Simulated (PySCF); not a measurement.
CH5N, SMILES CN (connectivity only; charge and spin as stated), charge +1, multiplicity 2. Atoms are numbered in the order given.

```xyz
7

C     -0.7026     0.0160     0.0000
N      0.7079     0.0082     0.0000
H     -1.0905     0.4660     0.9145
H     -1.0905     0.4660    -0.9145
H     -1.0446    -1.0458     0.0000
H      1.2431    -0.0199     0.8685
H      1.2431    -0.0199    -0.8685
```
Charge +1, spin multiplicity 2.

Coordinates come from a B3LYP-D3(BJ)/def2-TZVP optimisation. The spin state was assumed, not searched.

Level of theory: ωB97X/def2-TZVPD run with PySCF.

Mulliken values depend strongly on the basis, most of all with diffuse functions as here. ESP charges are fitted to the potential on shells at 1.4 to 2.0 van der Waals radii. Atomic charges (e):

| atom | ESP fit | Mulliken | meta-Löwdin | Mulliken spin |
|---|---|---|---|---|
| C1 | -0.22 | -0.64 | -0.23 | 0.06 |
| N2 | -0.14 | -0.09 | -0.01 | 0.84 |
| H3 | 0.20 | 0.35 | 0.19 | 0.02 |
| H4 | 0.20 | 0.35 | 0.19 | 0.02 |
| H5 | 0.22 | 0.34 | 0.22 | 0.07 |
| H6 | 0.37 | 0.34 | 0.32 | -0.01 |
| H7 | 0.37 | 0.34 | 0.32 | -0.01 |
